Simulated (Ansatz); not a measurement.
Born–Oppenheimer molecular dynamics of BClFH (4 atoms, charge 0, multiplicity 1). It starts from a relaxed structure.

Method: RKS PBE0/6-31G* in Ansatz 0.2.0.

| Property | Result |
| --- | --- |
| ensemble | NVE (velocity Verlet) |
| time step | 0.5 fs |
| steps asked | 166 |
| starting velocities drawn for | 400 K |
| seed | 666814 |

First frame:

```xyz
4
Properties=species:S:1:pos:R:3
B 0.022 0.000 -0.010
H 0.022 0.000 1.181
Cl 1.531 0.000 -0.894
F -1.108 0.000 -0.677
```

Problem. How far do the bonds stretch over the last three quarters of this one trajectory? (Pairs bonded in most of those frames.)

Solution. 
```tsv
bond	mean (Å)	spread (Å)	shortest	longest
B1–H2	1.197	0.035	1.14	1.25
B1–Cl3	1.744	0.017	1.72	1.77
B1–F4	1.315	0.017	1.28	1.34
```

Mean temperature of the second half: 198 K. The conserved energy stayed within 0.18 meV per atom of its start (net change 0.13 meV per atom), so the integration is sound. Over the second half the temperature averaged 0.50 of the 400 K drawn at the start: a run that starts near a minimum puts about half its kinetic energy into the potential. A run of 0.083 ps of so small a system gives no equilibrium averages.

Time of the run: 72 s on 1 thread of AMD EPYC 9R45 96-Core Processor (Zen 5), on a shared host, peak memory 0.11 GiB.
